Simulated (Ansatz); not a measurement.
# CH3AlO: one species, many methods

The task here is to estimate one member of a computed series from the others.

Program: Ansatz 0.2.0, Gaussian basis. Level of theory: functionals in def2-TZVPP, the program's frozen cores in correlated methods. These are calculated values, not measurements.

Levels to be run: LDA (SPW92), PBE-D4, revPBE-D4, BLYP-D4, r2SCAN-D4, B97M-V, PBE0-D4, B3LYP-D4, r2SCANh-D4, r2SCAN0-D4, HSE06-D4, BHLYP-D4, CAM-B3LYP-D4, LC-ωPBE, ωB97X-V, ωB97M-V, B2PLYP, PBE-QIDH; CCSD(T)/def2-SVP; CCSD(T)/def2-TZVPP; CCSD(T)/def2-QZVPP; extrapolation to the limit; RPA on PBE.

### The geometry

An earlier PBE0-D4 in a triple-zeta def2 set relaxation fixed the geometry.

SMILES `[CH3][Al]=[O]`, 6 atoms, charge 0, spin multiplicity 1.

Atoms are counted from 1 here; the program's logs count them from 0.

Bond lengths: C1–Al2 1.935 Å, C1–H4 1.092 Å, C1–H5 1.092 Å, C1–H6 1.092 Å, Al2–O3 1.596 Å. Angles: Al2–C1–H4 110.5°, Al2–C1–H5 110.5°, Al2–C1–H6 110.5°, H4–C1–H5 108.4°, H4–C1–H6 108.4°, H5–C1–H6 108.4°, C1–Al2–O3 180.0°.

Set-up of the first run:

in.yaml

```yaml
crystal:
  periodic: [false, false, false]
  atoms:
    - {symbol: C, position_ang: [-0.412544, 0.498190, -0.315372]}
    - {symbol: Al, position_ang: [0.696663, -0.841355, 0.532489]}
    - {symbol: O, position_ang: [1.611684, -1.946263, 1.232051]}
    - {symbol: H, position_ang: [0.065186, 1.479067, -0.263906]}
    - {symbol: H, position_ang: [-1.383563, 0.560921, 0.180794]}
    - {symbol: H, position_ang: [-0.577417, 0.249449, -1.366054]}
basis:
  gaussian: {orbitals: def2-TZVPP}
hamiltonian: {xc: lda}
output: {orbitals: {seedname: orbitals}}
```

Steps of the session up to this table: LDA; PBE-D4 (GGA); revPBE-D4 (GGA); BLYP-D4 (GGA); r2SCAN-D4 (meta-GGA); B97M-V (meta-GGA); PBE0-D4 (hybrid); B3LYP-D4 (hybrid); r2SCANh-D4 (hybrid); r2SCAN0-D4 (hybrid); HSE06-D4 (hybrid); BHLYP-D4 (hybrid); CAM-B3LYP-D4 (range-separated); LC-ωPBE-D4 (range-separated; the results give it without D4); ωB97X-V (range-separated); ωB97M-V (range-separated); B2PLYP (double hybrid); PBE-QIDH (double hybrid).

One of the session's tables, all rows but one given; the rest of the session is left out.

It belongs to the step «Orbital energies across the functionals». 

```
  functional  HOMO (eV)  LUMO (eV)  gap (eV)
 LDA (SPW92)      -6.14      -2.52      3.62
      PBE-D4      -5.93      -2.32      3.61
   revPBE-D4      -5.85      -2.22      3.63
     BLYP-D4      -5.81      -2.28      3.53
   r2SCAN-D4          ?          ?         ?
      B97M-V      -6.08      -2.15      3.93
     PBE0-D4      -7.23      -1.52      5.71
    B3LYP-D4      -7.01      -1.81      5.21
  r2SCANh-D4      -6.65      -1.71      4.94
  r2SCAN0-D4      -7.41      -1.31      6.10
    HSE06-D4      -6.82      -1.88      4.94
    BHLYP-D4      -8.48      -0.81      7.67
CAM-B3LYP-D4      -8.66      -0.65      8.02
     LC-ωPBE     -10.01       0.56     10.57
     ωB97X-V      -9.65       0.39     10.04
     ωB97M-V      -9.62       0.10      9.72
```

Estimate the missing values for r2SCAN-D4.

Worked estimate for «HOMO (eV)». Against the share of exact exchange, r2SCANh-D4 (0.1, -6.65), r2SCAN0-D4 (0.25, -7.41) give a slope of -5.07 per unit share; at 0 the line stands at -6.14.

**Answer.** HOMO (eV): -6.15; LUMO (eV): -1.98; gap (eV): 4.16. In «HOMO (eV)» the line misses by +0.01.
